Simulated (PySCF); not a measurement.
A basis-limit estimate, worked out

An elementary step of SiH$_{4}$ClF, closed shell (SiH₃Cl ([SiH3][Cl]) + HF → SiH₂ClF ([F][SiH2][Cl]) + H₂; Si–H, H–F broken or loosened, Si–F, H–H formed or tightened). “Start” and “end” are the PBE0-D4/def2-TZVP structures reached by relaxing down either side of its saddle point, with the molecules still in contact.

PySCF 2.14 with density fitting (its default auxiliary sets; JK sets also for MP2 and CCSD(T)); basis: def2-TZVPP and def2-QZVPP; cores frozen in the correlated methods.

Energies in eV:

| quantity | end | start |
| --- | --- | --- |
| Hartree–Fock, triple zeta (X = 3) | -23139.43081 | -23138.25081 |
| Hartree–Fock, quadruple zeta (X = 4) | -23140.18597 | -23138.97983 |
| MP2 correlation, X = 3 | -16.11562 | -16.16371 |
| MP2 correlation, X = 4 | -17.63615 | -17.68901 |
| CCSD(T) correlation, X = 3 | -17.73734 | -17.83257 |

(1) Work out the step energy at the basis limit: extrapolate Hartree–Fock as E(X) = E∞ + A exp(−7.88 √X) and the MP2 correlation as E(X) = E∞ + B X^−2.97 (the exponents that Neese and Valeev fitted for def2-TZVPP and QZVPP), then add CCSD(T) − MP2 in triple zeta.

The T1 diagnostic stays at or below 0.012.

Results:

(1) Each step is linear, so take the differences first (end − start): Hartree–Fock -1.18000 (X = 3) and -1.20614 (X = 4); MP2 correlation 0.04809 and 0.05286; CCSD(T) correlation 0.09523.
Two points give E∞ = E(4) + w [E(4) − E(3)], with w = 1/(exp(7.88 (2 − √3)) − 1) = 0.1377 for Hartree–Fock and w = 1/((4/3)^2.97 − 1) = 0.7407 for the correlation.
Hartree–Fock: -1.20614 + 0.1377 × (-0.02614) = -1.2097 eV.
MP2 correlation: 0.05286 + 0.7407 × 0.00477 = 0.0564 eV.
CCSD(T) − MP2: 0.09523 − 0.04809 = 0.0471 eV.
Sum: -1.2097 + 0.0564 + 0.0471 = -1.1062 eV, or -25.51 kcal/mol. Plain CCSD(T) in triple zeta gives -1.0848 eV, so the larger basis shifts the result by -0.0214 eV.

Labels in which every atom is bracketed show which atoms are joined, not bond orders.

For scale, one of the runs: CCSD(T)/def2-TZVPP, 171 basis functions, launched by `OMP_NUM_THREADS=4 python run.py`. Time: 3.1 min of wall clock on 4 CPU threads of an Arm Neoverse V1; the host was shared. Peak host memory: 1.5 GiB.
